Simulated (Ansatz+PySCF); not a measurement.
singlet CHO(+): levels of theory in one basis

```
atom   x (Å)   y (Å)    z (Å)
   H  0.0000  0.0000  -1.6262
   C  0.0000  0.0000  -0.5149
   O  0.0000  0.0000   0.5895
```

Basis set: def2-SVP (spherical functions). Frozen core: 2 orbitals. Charge 1, multiplicity 1.

Computed with Ansatz (development build ahead of 0.2.0); each method stands on the lowest determinant of its kind that the runs found. NEVPT2 correlates all electrons. Active spaces start from the frontier orbitals, and the lowest solution found is given.

| method | E − E(RHF) (eV) | <S²> of the determinant |
| --- | --- | --- |
| RHF | 0.00 | 0.00 |
| RHF-MP2 | -8.18 | – |
| RHF-CCSD | -8.30 | – |
| RHF-CCSD(T) | -8.61 | – |
| CASSCF(10,9) | -4.54 | – |
| SC-NEVPT2(2,2) | -8.27 | – |
| SC-NEVPT2(10,9) | -7.88 | – |

(1) What does CASSCF(2,2) give on the same scale?

(2) Is a single determinant a sound starting point here?

Results:

(1) -0.82 eV.

(2) By this sign, yes. Unrestricted orbitals gain 0.00 eV and <S²> is 0.00 against 0.00 for a pure state. The CASSCF(10,9) natural occupations are 2.00, 1.99, 1.98, 1.95, 1.95, 0.05, 0.05, 0.02, 0.01. The CASSCF(2,2) natural occupations are 1.94, 0.06.

Caution for CASSCF(10,9), SC-NEVPT2(10,9): other starts end on other solutions of this active space.
